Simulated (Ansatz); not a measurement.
A made-up structure of C$_{2}$H$_{4}$B (charge +1), closed shell:

| atom | x (Å) | y (Å) | z (Å) |
| --- | --- | --- | --- |
| B1 | -0.7828 | -0.2220 | -0.5609 |
| C2 | 0.4772 | 0.4524 | -0.6381 |
| C3 | 0.4008 | 0.0043 | 0.6253 |
| H4 | -1.8379 | -0.7291 | -0.6740 |
| H5 | 1.2244 | 1.0118 | -1.1774 |
| H6 | -1.3808 | -0.7334 | -1.3996 |
| H7 | -0.5377 | -0.5781 | 0.9304 |

It is relaxed with PBE-D4/def2-SVP and then PBE0-D4/def2-TZVP (Ansatz 0.2.0). Atoms count as bonded within 1.22 times the sum of their covalent radii (H–H: 0.88 Å). The end point is not checked to be a true minimum.

Q: Does its bonding change? (A judgement: the text doesn't fix the answer.)

A: By the calculation: Yes. Formed: none; broken: H4–H6.

Where it ends: The first stage lowers the energy by 3.39 eV in 10 steps. It ends as C₂H₄B ([BH2]1[CH][CH]1), total charge +1:
```xyz
7
angstrom
B -0.9479 -0.3717 -0.8094
C 0.4678 0.3837 -0.5485
C -0.0024 -0.1102 0.4875
H -1.8114 -0.9838 -0.2688
H 1.0782 0.8914 -1.2775
H -1.0376 -0.1704 -1.9773
H -0.1834 -0.4332 1.4998
```

Labels in which every atom is bracketed show which atoms are joined, not bond orders.

For scale, one of the runs: PBE0-D4/def2-TZVP relaxation, 117 basis functions, launched by `ansatz run in.yaml --threads 2 --pin off --events-out ev --progress --plain --max-ram 4352MiB`. Hardware: 2 CPU threads of an Arm Neoverse V1, shared host. Wall time about 10 s.
